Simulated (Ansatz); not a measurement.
**Basis or method: quartet less doublet of H2Al–AsH**

H2Al–AsH, doublet; coordinates (Å): Al 0.000 0.020 1.751; As 0.000 -0.028 -0.689; H 0.000 1.384 2.563; H 0.000 -1.368 2.520; H 0.000 1.499 -0.747. Quantity: quartet less doublet, vertical.

Ansatz 0.2.0, basis cc-pVDZ or cc-pVTZ; geometries are PBE0/def2-TZVP minima. Wave-function levels freeze the cores with the filled d shells of p-block atoms; HF, MP2 and coupled cluster are restricted for singlets and unrestricted otherwise, restricted open-shell where a d shell is frozen, Kohn–Sham unrestricted where that lies lower. The reference is CCSDT(Q) (coupled cluster only where its series has nearly closed). Semilocal and hybrid functionals correlate all electrons outside any core potential and usually lie nearer their basis limit than the reference, so part of their error here is the reference's basis and frozen-core error; RPA and the MP2 part of double hybrids freeze the same cores as the reference. None of these values is a measured one. Energies are electronic, without zero-point terms. No spin–orbit coupling and no scalar relativity. The species are chosen: bound, without strong static correlation by their natural occupations or amplitudes, in their lowest spin state as far as vertical gaps and like structures tell, and with a ladder that closes on the reference, so errors are smaller than for species at large; levels whose determinant breaks symmetry or spin markedly are left out.

```json
{"level": "reference", "cc-pVDZ (kJ/mol)": "378.3 (CCSDT(Q))", "cc-pVTZ (kJ/mol)": "387.7 (CCSDT(Q))"}
{"level": "HF", "cc-pVDZ (kJ/mol)": "371.1", "cc-pVTZ (kJ/mol)": "368.4"}
{"level": "CCSD(T)", "cc-pVDZ (kJ/mol)": "379.0", "cc-pVTZ (kJ/mol)": "388.9"}
{"level": "CCSDT", "cc-pVDZ (kJ/mol)": "378.2", "cc-pVTZ (kJ/mol)": "387.7"}
{"level": "PBE", "cc-pVDZ (kJ/mol)": "360.7", "cc-pVTZ (kJ/mol)": "360.8"}
{"level": "PBE0", "cc-pVDZ (kJ/mol)": "374.6", "cc-pVTZ (kJ/mol)": "373.6"}
{"level": "B3LYP", "cc-pVDZ (kJ/mol)": "388.5", "cc-pVTZ (kJ/mol)": "389.3"}
{"level": "RPA-PBE", "cc-pVDZ (kJ/mol)": "370.3", "cc-pVTZ (kJ/mol)": "375.6"}
```

From cc-pVDZ to cc-pVTZ the reference moves by 9.4 kJ/mol and PBE by 0.1; the step from CCSD(T) to the reference is -0.7 in the first and -1.2 in the last.
